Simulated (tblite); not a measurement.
C4H4S (charge -1 and doublet state).
InChI=1S/C4H4S/c1-2-3-4-5/h4H,1H3/q-1

Computed geometry: GFN2-xTB, gas phase. This method treats the open shell by occupation alone, without spin polarisation.

Masses are those of the commonest isotopes; rigid-rotor values at the optimised geometry. 

Question: Give the principal moments of inertia and the rotational constants in MHz.

Answer: Ia = 21.61, Ib = 337.78, Ic = 356.21 u·Å²; 505379 MHz·u·Å²/I gives A = 23392, B = 1496, C = 1419 MHz.

Question: Classify the top.

Answer: A near-prolate asymmetric top: κ = (2 × 1496 − 23392 − 1419)/(23392 − 1419) = -0.99.

Question: What does the inertial defect say?

Answer: Not planar: Δ = Ic − Ia − Ib = -3.17 u·Å². For a rigid frame Δ = −2 Σ m c², so Σ m c² = 1.58 u·Å² lies off the ab plane, practically all of it from hydrogen. The atom farthest from that plane is 0.89 Å away.

Question: Give the other two planar moments, Paa and Pbb, and the rms extents of the mass along the axes.

Answer: Paa = Σ m a² = (Ib + Ic − Ia)/2 = 336.19 and Pbb = Σ m b² = (Ia + Ic − Ib)/2 = 20.02 u·Å². With the mass M = 84.00 u, the rms extents √(P/M) along a, b and c are 2.00, 0.49, 0.14 Å.

Question: Give the coordinates in the principal-axis frame, origin at the centre of mass.

Answer: The sense of each axis is arbitrary; atoms in the order of the calculation.
```
atom  mass (u)   a (Å)   b (Å)   c (Å)
  C1    12.000  -3.124   0.352  -0.001
  C2    12.000  -1.729  -0.050   0.002
  C3    12.000  -0.566  -0.416  -0.001
  C4    12.000   0.755  -0.771   0.000
  S5    31.972   2.049   0.346   0.000
  H6     1.008  -3.652  -0.024   0.886
  H7     1.008  -3.202   1.444  -0.004
  H8     1.008  -3.650  -0.027  -0.887
  H9     1.008   1.014  -1.828  -0.001
```

Question: List the rotational levels J(Ka,Kc) to J = 3 (MHz).

Answer: Above 0(0,0):
J = 1: 1(0,1) 2915, 1(1,1) 24810, 1(1,0) 24888
J = 2: 2(0,2) 8745, 2(1,2) 30563, 2(1,1) 30795, 2(2,1) 96481, 2(2,0) 96481
J = 3: 3(0,3) 17489, 3(1,3) 39191, 3(1,2) 39656, 3(2,2) 105226, 3(2,1) 105227, 3(3,1) 214897, 3(3,0) 214897

Question: Estimate the classical rotational partition function at 10 K, 200 K and 298.15 K.

Answer: Point group Cs, symmetry number σ = 1; q = (√π/σ)·√((kT/h)³/(ABC)), k/h = 20836.6 MHz/K: 757 at 10 K, 67700 at 200 K, 123000 at 298.15 K.

For this open shell read J as N, the rotation without spin; fine and hyperfine splittings come on top. Its lowest GFN2-xTB frequency is 13i cm⁻¹, too small to tell a flat minimum from a shallow saddle. Whether the extra electron is bound in the gas phase wasn't checked; a finite basis holds it in any case. Constants of a rigid frame at the computed geometry: no zero-point averaging, no centrifugal distortion.

Time: 0.16 s wall. Hardware: an Arm Neoverse V2 with one thread, on a shared host. These figures are those of the optimisation.
